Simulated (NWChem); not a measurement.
# What each level costs for chlorine (Cl2)

```xyz
2

Cl     0.0000     0.0000     1.0128
Cl     0.0000     0.0000    -1.0128
```
Charge 0, spin multiplicity 1.

Everything below was run with NWChem. The geometry was optimised at PBE0/def2-SVP, a minimum by its harmonic frequencies.

Basis set: cc-pVTZ (68 functions). Each entry is one whole single-point run; the coupled-cluster runs use the TCE module, and the SCF and DFT modules converge to different thresholds.

The correlated methods keep 10 core orbitals frozen. B3LYP has NWChem's definition, with VWN1-RPA local correlation.

Task: Roughly how much processor time does each of these take, relative to RHF: MP2, RI-MP2, B2PLYP, PBE, B3LYP, PBE0, CR-CCSD(T)?

Result: RI-MP2 about the same, within a factor of 3; B3LYP about the same, within a factor of 3; PBE0 about the same, within a factor of 3; PBE about the same, within a factor of 3; B2PLYP about 4; MP2 about 4; CR-CCSD(T) about 20 (rough ratios from shared machines).
